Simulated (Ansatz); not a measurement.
```yaml
crystal:
  periodic: [false, false, false]
  atoms:
    - {symbol: P, position_ang: [0.000000, 0.000000, 0.000000]}
    - {symbol: Na, position_ang: [0.000000, 0.000000, 2.483100]}
basis:
  gaussian: {orbitals: def2-TZVP}
magnetization: {spin_polarized: true, initial_magnetization: 2}
hamiltonian: {xc: pbe0}
relax: {f_tol: 0.004, max_steps: 80}
```

```sh
$ ansatz run in.yaml --threads 1 --pin off --events-out ev --progress --plain --max-ram 2176MiB
```

Steps of the relaxation (energy above the last step; positions in Å, forces in eV/Å):

```
2
step 1, 66.0 meV
P     0.000    0.000    0.000    0.000    0.000   -0.860
Na    0.000    0.000    2.483    0.000    0.000    0.860
```

```
2
step 2, 3.7 meV
P     0.000    0.000   -0.063    0.000    0.000   -0.176
Na    0.000    0.000    2.546    0.000    0.000    0.176
```

```
2
step 3, 0.2 meV
P     0.000    0.000   -0.079    0.000    0.000   -0.041
Na    0.000    0.000    2.562    0.000    0.000    0.041
```

```
2
step 4, 0.0 meV
P     0.000    0.000   -0.084    0.000    0.000    0.001
Na    0.000    0.000    2.568    0.000    0.000   -0.001
```

Close pairs at the end: P1–Na2 2.652 Å.

A stationary point of unrestricted PBE0 after 4 steps, with ⟨S²⟩ = 2.020 against 2.00 for a pure state. 14 s on 1 thread of Intel Xeon Platinum 8259CL, shared host.
